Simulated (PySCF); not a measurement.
C₅H₅O (doublet state).
SMILES with atom numbers: `[CH2:1][C:2](=[C:3]=[O:4])[CH:5]=[CH2:6]` (hydrogens: H7, H8 on C1; H9 on C5; H10, H11 on C6)

Geometry (GFN2-xTB, Å), atoms numbered from 1 in this order:
```xyz
11
C5H5O angstrom
C     -1.1445   -0.6958   -0.8321
C     -0.4320    0.3972   -0.3419
C     -0.7676    1.6589   -0.6418
O     -1.0252    2.7718   -0.8761
C      0.7442    0.3017    0.5394
C      1.2761   -0.8261    0.9890
H     -0.8536   -1.6941   -0.5816
H     -1.9935   -0.5554   -1.4717
H      1.1800    1.2517    0.8202
H      2.1394   -0.8121    1.6308
H      0.8822   -1.7952    0.7400
```

The hyperfine couplings belong to this conformer and change with its torsions.

The calculation used UKS B3LYP, pcH-1 on C H O, non-relativistic, mean-field spin-orbit, GIAO (PySCF 2.14.0). One conformer (not necessarily the lowest) at the GFN2-xTB geometry, without solvent, vibrations or thermal averaging. A GFN2-xTB geometry isn't a minimum of the functional, and hyperfine couplings can be far from their values at a DFT geometry. No stability test was run, so a lower SCF solution isn't excluded.

Mulliken spin populations: C1 +0.835, C2 -0.137, C3 +0.250, O4 +0.106, C5 +0.014, C6 +0.005, H7 -0.036, H8 -0.036, H9 -0.001, H10 0.000, H11 0.000.

Question: What dipolar couplings does the calculation give for H9, H10, H11?

Answer: 
| atom | position | distance from C1 (Å) | T1 (MHz) | T2 | T3 |
| --- | --- | --- | --- | --- | --- |
| H9 | γ, 3 bonds from C1 | 3.45 | -1.98 | -1.62 | 3.59 |
| H10 | 4 bonds from C1 | 4.11 | -0.76 | -0.74 | 1.51 |
| H11 | 4 bonds from C1 | 2.79 | -2.40 | -1.66 | 4.06 |

Question: Estimate them with point dipoles: put each population ρk at its nucleus, leave out the nucleus itself and the atom bound to it, and sum T = Σ [ρk/(2S)]·C·(3 n nᵀ − 1)/r³ with C = μ0 gₑ μB g_N μN/(4π h) = 79.06 MHz Å³.

Answer: 
```tsv
atom	T1 (MHz)	T2	T3	T3, computed	difference in T3 (%)
H9	-2.06	-0.73	2.80	3.59	-22
H10	-1.01	-0.81	1.82	1.51	+21
H11	-2.67	-2.53	5.21	4.06	+28
```

In T3 the estimate is closest for H10 (+21 %, 4.11 Å from C1) and worst for H11 (+28 %, 2.79 Å).

Question: If all the spin sat on C1, T∥ = 2C/r³. What distance does the computed T3 of H10 then imply?

Answer: r = (2 × 79.06/1.51)^(1/3) = 4.72 Å, against 4.11 Å in the structure.

Time: 28 s of wall time (with the writing of density and orbital grids); peak memory 0.71 GiB. Hardware: an Arm Neoverse V1 with one thread (shared host).
